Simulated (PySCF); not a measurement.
Isomers of C4H3NO, one GFN2-xTB conformer each. Single-point energies are computed at PBE0/pcSseg-1 (PySCF, gas phase, no added dispersion term), electronic only.

Problem. Rank them by PBE0/pcSseg-1 energy, lowest first (kcal/mol).
A. `[N:1]#[C:2]/[CH:3]=[CH:4]\[CH:5]=[O:6]` with C3–C4–C5–O6 180°
B. `[CH2:1]=[CH:2][C:3](=[O:4])[C:5]#[N:6]` with C1–C2–C3–O4 0°
C. `[CH:1]#[C:2][C:3](=[O:4])[N:5]=[CH2:6]` with C2–C3–N5–C6 -101°

Solution. A (0.0), B (3.9), C (35.8).

As drawn, the lowest has a C≡N group and a C=C bond outside aromatic rings, which the highest lacks; the highest has a C≡C bond, a C=N bond and a C(=O)–N unit, which the lowest lacks. GFN2-xTB itself gives, in the same order: 0.0, 4.5, 11.6. Both levels put the same isomer lowest; measured from each level's own lowest isomer, the values differ by up to 24.2 kcal/mol (C#CC(=O)N=C: 11.6 against 35.8).

Problem. Which frontier levels, dipoles and rotational constants go with these structures?

Solution. 
```csv
SMILES,"HOMO (eV, PBE0/pcSseg-1)",LUMO (eV),dipole (D),"A, B, C (MHz)"
N#C/C=C\C=O,-8.17,-3.18,3.24,"10137, 2085, 1729"
C=CC(=O)C#N,-8.85,-3.22,4.07,"8744, 2546, 1972"
C#CC(=O)N=C,-7.80,-1.52,3.96,"6419, 2998, 2125"
```
